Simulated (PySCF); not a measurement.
CH2O, SMILES O=C.

Coordinates come from a PBE0-D3(BJ)/def2-TZVPD optimisation.

Two levels are set side by side: TDA-PBE/def2-TZVPD (PySCF) and TDA-PBE0/def2-TZVPD (PySCF). Vertical, same geometry. The lowest singlet is HOMO→LUMO 100 % with PBE and HOMO→LUMO 99 % with the other functional; states are paired by order. Differences are taken from unrounded values.

```tsv
quantity	TDA-PBE
lowest singlet excitation (eV)	3.91
lowest triplet excitation (TDA) (eV)	3.20
first bright state (f over 0.05) (eV)	7.41
its oscillator strength	0.08
```

### Question
These are the TDA-PBE values. What does TDA-PBE0 give? (An estimate is asked for; the answer gives what the named calculation found.)

### Answer

| quantity | TDA-PBE0 | TDA-PBE minus TDA-PBE0 |
|---|---|---|
| lowest singlet excitation (eV) | 4.04 | -0.14 |
| lowest triplet excitation (TDA) (eV) | 3.31 | -0.11 |
| first bright state (f over 0.05) (eV) | 8.26 | -0.86 |
| its oscillator strength | 0.08 | -0.01 |

A lower first singlet is the usual sign of a functional without exact exchange. Differences between two approximate levels are no errors against the true value.

Rough cost on one machine, each run with all the roots and properties that it gave: TDA-PBE0 against TDA-PBE within a factor of 2.
